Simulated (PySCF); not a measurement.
Consider `C=C(C)P` (C3H7P). Optimised structure (Å), atoms numbered from 1:
```
C     0.3118    1.6064   -0.0911
C     0.1784    0.2751   -0.0362
C    -1.1379   -0.4074    0.1762
P     1.7110   -0.7315   -0.2406
H     1.2859    2.0785   -0.2474
H    -0.5541    2.2689    0.0192
H    -1.1147   -1.0333    1.0835
H    -1.9602    0.3177    0.2762
H    -1.3708   -1.0830   -0.6634
H     1.4786   -1.6274    0.8527
H     1.1777   -1.6692   -1.1830
```

These are calculated values, ωB97X-D3(BJ)/ma-def2-TZVP in PySCF (grid level 2) at geometries from PBE0-D3(BJ)/def2-SVP. ωB97X-D3(BJ) is ωB97X-V with D3(BJ) in place of VV10. Thermal corrections: PBE0-D3(BJ)/def2-SVP frequencies, unscaled, ideal gas at 298.15 K and 1 bar, quasi-RRHO entropy.

Task: What are the vertical and the adiabatic ionisation energy for forming the radical cation?

Result: 9.69 eV vertical and 8.54 eV adiabatic, the latter with zero-point energy.

Task: Where does the unpaired spin of the relaxed radical cation sit?

Result: P4 (phosphorus) 0.66, C1 (alkene carbon) 0.41 (intrinsic atomic orbital populations).

Task: What oxidation potential follows in acetonitrile (IEF-PCM), given that Fc+/Fc comes at 4.54 V absolute with this functional and basis?

Result: In the gas phase ΔG of oxidation is 8.502 eV, and solvation is -8.6 kJ/mol for the parent and -246.0 kJ/mol for the product, so the absolute potential is 6.04 V, or 1.50 V against Fc+/Fc. Fc+/Fc in acetonitrile, 4.54 V, is ωB97X-D3(BJ)/ma-def2-TZVP on PBE0-D3(BJ)/def2-SVP structures with GFN2-xTB thermal terms. Benchmark calculations put it near 5.0 V in acetonitrile and DMSO, so it is about 0.5 V low, and the value against it can read up to that much too high. The solvent is electrostatics only, on gas-phase structures; the absolute scale refers to an electron at rest in vacuum.

Task: How far is −ε(HOMO) from the vertical value by ΔSCF?

Result: −ε(HOMO) = 9.76 eV, which is 0.07 eV above the ΔSCF value.
